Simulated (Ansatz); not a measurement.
The input, for Ansatz 0.2.0:

```yaml
crystal:
  periodic: [false, false, false]
  atoms:
    - {symbol: Zr, position_ang: [0.084376, -0.161986, 1.777452]}
    - {symbol: O, position_ang: [-0.080498, -0.256328, -0.544540]}
    - {symbol: H, position_ang: [-0.003878, 0.418313, -1.232912]}
basis:
  gaussian: {orbitals: def2-SVP}
total_charge: 1
magnetization: {spin_polarized: true, initial_magnetization: 4}
correlation: {method: bccd_t, electrons: outside_noble_gas, diis_vectors: 12}
```

```sh
$ ansatz run in.yaml --threads 1 --pin off --events-out ev --progress --plain --max-ram 2393MiB
```

Problem. Roughly how long does this take on 1 thread of AMD EPYC 9R45, shared host, and how much host memory?

Solution. 41 s wall and 0.18 GiB.

```
511 factors; integrals over basis functions are off by at most 7.0e-4 eV
mean field evaluation 1: about -3302.5577 eV, gradient 2.9e1 eV
mean field evaluation 2: about -3302.6649 eV, gradient 2.9e1 eV
mean field evaluation 4: about -3308.0749 eV, gradient 3.1e0 eV
mean field evaluation 8: about -3308.3541 eV, gradient 6.9e-1 eV
mean field evaluation 16: about -3308.8591 eV, gradient 7.3e-1 eV
mean field evaluation 32: about -3307.8659 eV, gradient 6.8e-1 eV
mean field evaluation 64: about -3308.2884 eV, gradient 6.5e-1 eV
mean field evaluation 96: about -3308.3736 eV, gradient 3.4e-3 eV
mean field evaluation 128: about -3308.8563 eV, gradient 2.5e-2 eV
mean field evaluation 160: about -3308.8534 eV, gradient 1.1e-6 eV
...
cycle   6  -4.93393585 eV  change   -4.5e-6 eV  update   1.1e-4
cycle   7  -4.93392148 eV  change    1.4e-5 eV  update   7.3e-5
cycle   8  -4.93391954 eV  change    1.9e-6 eV  update   5.7e-5
cycle   9  -4.93391937 eV  change    1.7e-7 eV  update   4.6e-5
cycle  10  -4.93391291 eV  change    6.5e-6 eV  update   3.6e-5
cycle  11  -4.93390942 eV  change    3.5e-6 eV  update   2.6e-5
cycle  12  -4.93390845 eV  change    9.7e-7 eV  update   2.2e-5
cycle  13  -4.93390586 eV  change    2.6e-6 eV  update   1.9e-5
cycle  14  -4.93389815 eV  change    7.7e-6 eV  update   1.5e-5
cycle  15  -4.93389120 eV  change    7.0e-6 eV  update   8.7e-6
perturbative correction -0.07398523 eV, -0.0027189070 hartree
Total energy: -3313.86462451 eV, -121.7822787326 hartree
```
